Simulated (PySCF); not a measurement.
# CH3Cl (chloromethane): levels of theory compared

We compute a comparison of 6 runs (HF/STO-3G, HF/3-21G, HF/def2-SVP, wB97X/STO-3G, B3LYP/6-31G*, MP2/6-31+G*) of CH3Cl (chloromethane). The job is set up through a Python script.

Program for the calculation: PySCF 2.14.0.

**1. Starting point**

The species is CH3Cl (5 atoms), meant as a singlet with charge 0. As SMILES, `CCl`. The coordinates come from a PBE0-D4/def2-TZVP relaxation.

Bond lengths: C1–Cl2 1.773 Å, C1–H3 1.087 Å, C1–H4 1.088 Å, C1–H5 1.088 Å. Angles: Cl2–C1–H3 108.7°, Cl2–C1–H4 108.7°, Cl2–C1–H5 108.6°, H3–C1–H4 110.3°, H3–C1–H5 110.3°, H4–C1–H5 110.3°.

**2. Energy and gradient at HF/STO-3G (run 1)**

Contents of input.py:

```python
# CCl
import pyscf.grad
from pyscf import gto, scf

mol = gto.M(
    atom='''
C     -0.120900     0.010000     0.051300
Cl     1.469400    -0.290800    -0.672500
H     -0.284800    -0.715400     0.844700
H     -0.880000    -0.097100    -0.720100
H     -0.133800     1.019700     0.455100
''',
    spin=0,
    max_memory=1860,
    charge=0,
    verbose=3,
    basis='sto-3g',
)

myscf = scf.RHF(mol)
myscf.conv_tol = 1e-10
myscf.kernel()
if not myscf.converged:
    myscf = myscf.newton().run(myscf.mo_coeff, myscf.mo_occ)

energy = myscf.e_tot
print('Final energy', energy)
grad = myscf.Gradients().kernel()
myscf.analyze()
```

The run is started by

```console
$ OMP_NUM_THREADS=1 python input.py
```

The program printed:

```text
converged SCF energy = -493.722436299898
Final energy -493.72243629989777
--------------- RHF gradients ---------------
         x                y                z
0 C     0.0155365472    -0.0030008875    -0.0069934511
1 Cl    -0.0204329507     0.0038729662     0.0092980614
2 H     0.0016743821    -0.0004491867    -0.0006389810
3 H     0.0015140406    -0.0003427685    -0.0009738054
4 H     0.0017079809    -0.0000801236    -0.0006918239
----------------------------------------------
**** MO energy ****
MO #1   energy= -103.686898840088  occ= 2
MO #2   energy= -11.1255704762814  occ= 2
MO #3   energy= -10.3704988417706  occ= 2
MO #4   energy= -7.814690600363    occ= 2
MO #5   energy= -7.80903682717168  occ= 2
MO #6   energy= -7.80903681495711  occ= 2
MO #7   energy= -1.07002384360474  occ= 2
MO #8   energy= -0.867753616811631 occ= 2
MO #9   energy= -0.596216690153314 occ= 2
MO #10  energy= -0.596182987383425 occ= 2
MO #11  energy= -0.490662661213951 occ= 2
MO #12  energy= -0.381513865600602 occ= 2
MO #13  energy= -0.381508851147729 occ= 2
MO #14  energy= 0.380537610941091  occ= 0
MO #15  energy= 0.662009698715315  occ= 0
MO #16  energy= 0.662101940835145  occ= 0
MO #17  energy= 0.68401838397361   occ= 0
 ** Mulliken atomic charges  **
charge of    0C =     -0.05677
charge of    1Cl =     -0.13563
charge of    2H =      0.06414
charge of    3H =      0.06413
charge of    4H =      0.06413
Dipole moment(X, Y, Z, Debye): -2.02353,  0.38278,  0.92094
```

Wall time 2.2 s (1 thread of Intel Xeon at 2.50GHz (Skylake/Cascade Lake), shared host); peak memory 0.12 GiB.

**3. Energy and gradient at HF/3-21G (run 2)**

Contents of input.py:

```python
from pyscf import gto, scf

molecule = gto.Mole()
molecule.atom = '''
C     -0.228468     0.018897     0.096943
Cl     2.776764    -0.549532    -1.270841
H     -0.538194    -1.351910     1.596252
H     -1.662959    -0.183492    -1.360792
H     -0.252845     1.926954     0.860014
'''
molecule.max_memory = 1860
molecule.basis = '3-21g'
molecule.spin = 0
molecule.verbose = 4
molecule.unit = 'bohr'
molecule.build()

hf = scf.RHF(molecule)
hf.conv_tol = 1e-10
hf.kernel()
if not hf.converged:
    hf = hf.newton().run(hf.mo_coeff, hf.mo_occ)

e_tot = hf.e_tot
print('E(%s) = %.9f' % ('HF', e_tot))
grad = hf.nuc_grad_method().kernel()
hf.analyze()
```

The run is started by

```console
$ OMP_NUM_THREADS=1 python input.py
```

The program printed:

```text
PySCF version 2.14.0

[... 72 lines left out ...]
Two-electron Energy =                  239.438767186063046
[... 6 lines left out ...]
MO #3   energy= -10.4868667711858  occ= 2
[... 4 lines left out ...]
MO #8   energy= -0.919277088340661 occ= 2
[... 4 lines left out ...]
MO #13  energy= -0.437092658878459 occ= 2
[... 4 lines left out ...]
MO #18  energy= 0.739735573634941  occ= 0
[... 4 lines left out ...]
MO #23  energy= 0.948302117543699  occ= 0
[... 4 lines left out ...]
MO #28  energy= 1.95617537708164   occ= 0
[... 36 lines left out ...]
Dipole moment(X, Y, Z, Debye): -2.19954,  0.41609,  1.00106
```

It took 2.1 s on 1 thread of Intel Xeon at 2.50GHz (Skylake/Cascade Lake), shared host; peak memory 0.12 GiB.

Run 3 isn't shown in full; the table further down has it.

**4. Energy and gradient at wB97X/STO-3G (run 4)**

Contents of job.py:

```python
from pyscf import gto, dft

system = gto.M(
    atom='''
C   -0.120900   0.010000   0.051300
Cl   1.469400  -0.290800  -0.672500
H   -0.284800  -0.715400   0.844700
H   -0.880000  -0.097100  -0.720100
H   -0.133800   1.019700   0.455100
''',
    verbose=4,
    spin=0,
    basis='sto-3g',
    max_memory=1860,
)

mf = dft.RKS(system, xc='wb97x')
mf.conv_tol = 1e-10
mf.grids.level = 5
mf.kernel()
if not mf.converged:
    mf = mf.newton().run(mf.mo_coeff, mf.mo_occ)

e_final = mf.e_tot
print(f'total energy: {e_final:.8f} hartree')
grad = mf.nuc_grad_method().kernel()
mf.analyze()
```

The run is started by

```console
$ OMP_NUM_THREADS=1 python job.py
```

The program printed:

```text
PySCF version 2.14.0

[... 66 lines left out ...]
converged SCF energy = -494.625133187534
[... 16 lines left out ...]
One-electron Energy =                 -784.525384127751067
[... 5 lines left out ...]
MO #1   energy= -100.411687792676  occ= 2
[... 3 lines left out ...]
MO #5   energy= -7.09286049874345  occ= 2
[... 3 lines left out ...]
MO #9   energy= -0.540992431701477 occ= 2
[... 3 lines left out ...]
MO #13  energy= -0.341800164625513 occ= 2
[... 3 lines left out ...]
MO #17  energy= 0.549739957551669  occ= 0
[... 25 lines left out ...]
Dipole moment(X, Y, Z, Debye): -1.90995,  0.36131,  0.86924
```

It took 7.8 s on 1 thread of Intel Xeon at 2.50GHz (Skylake/Cascade Lake), shared host; peak memory 0.26 GiB.

Run 5 isn't shown in full; the table further down has it.

**5. Energy and gradient at MP2/6-31+G(d) (spherical functions) (run 6)**

Contents of run.py:

```python
import pyscf.grad
from pyscf import gto, mp

mol = gto.M(
    atom='''
C     -0.228468     0.018897     0.096943
Cl     2.776764    -0.549532    -1.270841
H     -0.538194    -1.351910     1.596252
H     -1.662959    -0.183492    -1.360792
H     -0.252845     1.926954     0.860014
''',
    max_memory=1860,
    verbose=3,
    basis='6-31+g*',
    unit='bohr',
)

mf = mol.RHF()
mf.conv_tol = 1e-10
mf.kernel()
if not mf.converged:
    mf = mf.newton().run(mf.mo_coeff, mf.mo_occ)

pt = mp.MP2(mf, frozen=6).run()
energy = pt.e_tot
print('E = %.10f Eh' % energy)
grad = pt.Gradients().kernel()
mf.analyze()
```

The run is started by

```console
$ OMP_NUM_THREADS=1 python run.py
```

The program printed:

```text
converged SCF energy = -499.092102105447
E(RMP2) = -499.352882579736  E_corr = -0.260780474289274
E(SCS-RMP2) = -499.35107832264  E_corr = -0.25897621719294
E = -499.3528825797 Eh
--------------- RMP2 gradients ---------------
         x                y                z
0 C     0.0004399398    -0.0001296970    -0.0001431673
1 Cl    -0.0035651136     0.0006808417     0.0016213495
2 H     0.0009435319     0.0003825457    -0.0009643911
3 H     0.0013436475    -0.0000778320     0.0001503670
4 H     0.0008379944    -0.0008558583    -0.0006641582
----------------------------------------------
**** MO energy ****
MO #1   energy= -104.810376700548  occ= 2
MO #2   energy= -11.2892414787524  occ= 2
MO #3   energy= -10.5486442927357  occ= 2
MO #4   energy= -8.01741384487564  occ= 2
MO #5   energy= -8.0140165206278   occ= 2
MO #6   energy= -8.01401649384322  occ= 2
MO #7   energy= -1.13449141322599  occ= 2
MO #8   energy= -0.917196703148618 occ= 2
MO #9   energy= -0.622018568415528 occ= 2
MO #10  energy= -0.62198576830869  occ= 2
MO #11  energy= -0.550612877996468 occ= 2
MO #12  energy= -0.43632363914605  occ= 2
MO #13  energy= -0.436317087395861 occ= 2
MO #14  energy= 0.0791520729422501 occ= 0
MO #15  energy= 0.0918005205024679 occ= 0
MO #16  energy= 0.116372107930181  occ= 0
MO #17  energy= 0.116374594799349  occ= 0
MO #18  energy= 0.148918518823232  occ= 0
MO #19  energy= 0.168452859762797  occ= 0
MO #20  energy= 0.168453128274892  occ= 0
MO #21  energy= 0.241412402930012  occ= 0
MO #22  energy= 0.250323385631035  occ= 0
MO #23  energy= 0.311384031952032  occ= 0
MO #24  energy= 0.31141725645231   occ= 0
MO #25  energy= 0.392732413307121  occ= 0
MO #26  energy= 0.764619280174119  occ= 0
MO #27  energy= 0.801123854597782  occ= 0
MO #28  energy= 0.801143313218161  occ= 0
MO #29  energy= 0.833785818979506  occ= 0
MO #30  energy= 0.833790893103401  occ= 0
MO #31  energy= 0.850059934512284  occ= 0
MO #32  energy= 0.90394454612882   occ= 0
MO #33  energy= 1.11199645579641   occ= 0
MO #34  energy= 1.11203928886854   occ= 0
MO #35  energy= 1.17636406646559   occ= 0
MO #36  energy= 1.1763732474051    occ= 0
MO #37  energy= 1.24884727703298   occ= 0
MO #38  energy= 1.24889854847631   occ= 0
MO #39  energy= 1.26102438348122   occ= 0
MO #40  energy= 1.35800124688483   occ= 0
MO #41  energy= 1.55493677383979   occ= 0
MO #42  energy= 1.98747153759348   occ= 0
MO #43  energy= 1.98749529597873   occ= 0
MO #44  energy= 2.51491421216069   occ= 0
MO #45  energy= 2.56839264830586   occ= 0
MO #46  energy= 2.56845197030156   occ= 0
 ** Mulliken atomic charges  **
charge of    0C =     -0.21363
charge of    1Cl =     -0.13935
charge of    2H =      0.11767
charge of    3H =      0.11765
charge of    4H =      0.11766
Dipole moment(X, Y, Z, Debye): -2.02654,  0.38335,  0.92234
```

Wall time 6.3 s (1 thread of Intel Xeon at 2.50GHz (Skylake/Cascade Lake), shared host); peak memory 0.19 GiB.

**6. All runs side by side**

```tsv
run	level	integration grid	Cartesian functions	energy (Eh)	dipole moment (D) of the reference	HOMO energy (eV)	LUMO energy (eV)	wall time
1	HF/STO-3G	–	no	-493.722436	2.26	-10.38	10.35	2.2 s
2	HF/3-21G	–	no	-496.684492	2.45	-11.89	5.63	2.1 s
3	HF/def2-SVP	–	no	-498.934849	2.09	-11.65	4.72	3.3 s
4	wB97X/STO-3G	5	no	-494.625133	2.13	-9.30	7.21	7.8 s
5	B3LYP/6-31G* (Cartesian functions)	5	yes	-500.108162	2.01	-8.05	0.98	14 s
6	MP2/6-31+G* (spherical functions)	–	no	-499.352883	2.26	-11.87	2.15	6.3 s
```

**7. What came out**

| quantity | value |
| --- | --- |
| run 6: total energy | -499.35288 Eh |
| run 6: dipole moment (Hartree–Fock density) | 2.26 D |
| run 6: HOMO energy (Hartree–Fock orbitals) | -11.87 eV |
| run 6: LUMO energy (Hartree–Fock orbitals) | 2.15 eV |
| run 6: HOMO–LUMO gap (Hartree–Fock orbitals) | 14.03 eV |
| run 6: correlation energy (6 core orbitals frozen) | -260.8 mEh |
| run 6: largest force on an atom | 0.204 eV/Å |

What this shows: Over runs 1, 2, 3, 4, 5 the dipole moment (its size) runs from 2.01 D (B3LYP/6-31G*) to 2.45 D (HF/3-21G). The two ends differ in method and basis. Over runs 1, 2, 3, 4, 5 the HOMO–LUMO gap runs from 9.03 eV (B3LYP/6-31G*) to 20.74 eV (HF/STO-3G). Totals of different functionals can't be ranked against each other. In runs 1, 4 the basis is minimal, so the values are rough. All runs together took 36 s, the longest 14 s.
